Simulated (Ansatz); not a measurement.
PS₂, relaxed as a doublet with UKS PBE-D4/def2-TZVP in Ansatz, starting from the GFN2-xTB geometry. Force threshold 0.02 eV/Å.

The structure comes from a short search, and lower isomers may exist.

Start:

```
atom   x (Å)   y (Å)   z (Å)
  P1   0.189  -0.570   0.269
  S2   0.053   1.044   1.373
  S3  -0.242  -0.474  -1.641
```

```
step  energy (eV)  largest force component (eV/Å)  SCF passes
   1  -30947.3793                           0.994          20
   2  -30947.4380                           0.952          29
   3  -30947.4864                           0.359          23
   4  -30947.4926                           0.025          21
   5  -30947.4927                           0.001          16
```

Force components are those of the run's own axes.

End:

```xyz
3

P     0.1511   -0.4567    0.2151
S     0.0787    1.0205    1.4661
S    -0.2299   -0.5638   -1.6811
```

By distances, no bond broke or formed. The bond that changes most is P1–S3, from 1.96 to 1.94 Å (atoms count from 1).

No frequencies were taken in this run, so the end may be a saddle point.

Hardware: 2 threads of Arm Neoverse V1 on a shared host. Wall time 6.5 s.
